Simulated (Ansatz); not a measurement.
Input file:

```yaml
crystal:
  periodic: [false, false, false]
  atoms:
    - {symbol: Zr, position_ang: [0.000000, 0.000000, 0.000000]}
    - {symbol: S, position_ang: [0.000000, 0.000000, 2.143378]}
basis:
  gaussian: {orbitals: def2-SVP}
magnetization: {spin_polarized: true, initial_magnetization: 2}
hamiltonian: {xc: hf}
output: {orbitals: {seedname: orbitals}}
```

```sh
$ ansatz run in.yaml --threads 1 --pin off --events-out ev --progress --plain --max-ram 4096MiB --backend cpu
```

(1) Roughly how long does this take on 1 thread of AMD EPYC 7R13, shared host, and how much host memory?

```
488 factors; integrals over basis functions are off by at most 1.1e-3 eV
mean field evaluation 1: about -12076.1818 eV, gradient 1.9e1 eV
mean field evaluation 2: about -12076.2620 eV, gradient 1.9e1 eV
mean field evaluation 4: about -12079.4137 eV, gradient 2.2e0 eV
mean field evaluation 8: about -12079.5866 eV, gradient 4.3e-1 eV
mean field evaluation 16: about -12079.6024 eV, gradient 4.9e-5 eV
mean field evaluation 32: about -12077.1699 eV, gradient 4.9e-1 eV
mean field evaluation 64: about -12078.3324 eV, gradient 3.0e0 eV
mean field evaluation 96: about -12079.4979 eV, gradient 1.2e0 eV
mean field evaluation 128: about -12078.5175 eV, gradient 1.4e-1 eV
mean field evaluation 160: about -12075.5779 eV, gradient 9.5e0 eV
mean field evaluation 192: about -12078.1295 eV, gradient 6.8e-1 eV
mean field evaluation 224: about -12064.7822 eV, gradient 2.1e1 eV
mean field -12079.60236852 eV, -443.9171991946 hartree, gradient 4.9e-5 eV, S^2 2.045966; 0 other end points of the search recorded, 0 dependent functions left out
reference -12079.60236852 eV, -443.9171991946 hartree; 15, 13 occupied and 34, 36 virtual orbitals, 488 factors
Total energy: -12079.60236852 eV, -443.9171991946 hartree
```

Results:

(1) 1.7 s wall and 0.12 GiB.
